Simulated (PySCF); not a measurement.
# Frontier levels across methods

PH3O.
Z-matrix (Å and degrees, PBE0-D3(BJ)/def2-SVP geometry), rows numbered from 1:
```
O 
P   1  1.4888
H   2  1.4277  1  117.68
H   2  1.4278  1  117.69  3   120.01
H   2  1.4278  1  117.68  3  -119.98
```

Basis pcSseg-2 throughout (PySCF), one geometry. Isolated species at its PBE0-D3(BJ)/def2-SVP geometry, gas phase.

How do the orbital energies, the gap and the dipole change with the method?

```
  method           kind  HOMO (eV)  LUMO (eV)  gap (eV)  μ (D)  SCF cycles
    BLYP            GGA      -6.81      -0.99      5.82   3.59          13
    OPBE            GGA      -6.88      -0.86      6.02   3.48          13
     PBE            GGA      -6.90      -1.04      5.86   3.56          13
   B97-D            GGA      -6.91      -0.90      6.01   3.60          13
     KT2            GGA      -6.98      -1.08      5.90   3.57          15
    BP86            GGA      -7.01      -1.05      5.97   3.59          13
     KT3            GGA      -7.02      -1.08      5.94   3.51          13
     LDA            LDA      -7.02      -1.26      5.76   3.71          14
   B3LYP  global hybrid      -8.16      -0.43      7.73   3.81          11
    PBE0  global hybrid      -8.40      -0.11      8.28   3.82          11
mPW1PW91  global hybrid      -8.43      -0.12      8.30   3.82          11
      HF   Hartree–Fock     -12.18       2.50     14.68   4.34          10
```

The HOMO spans 5.37 eV, from BLYP down to HF, and the gap runs from 5.76 eV (LDA) to 14.68 eV (HF). Over the methods BLYP (0 %), OPBE (0 %), PBE (0 %), B97-D (0 %), KT2 (0 %), BP86 (0 %), KT3 (0 %), LDA (0 %), B3LYP (20 %), PBE0 (25 %), mPW1PW91 (25 %), HF (100 %), a straight line through the gap against the share of exact exchange rises by 0.88 eV for each 10 % (correlation coefficient 0.999). The dipole ranges from 3.48 D (OPBE) to 4.34 D (HF). This basis has no diffuse functions.

Reference dipole: 3.77 D (computed, CCSD(T)/CBS, all electrons, equilibrium geometry, gas; Hait, Head-Gordon, J. Chem. Theory Comput. 14 (2018) 1969); nearest here: B3LYP (3.81 D).
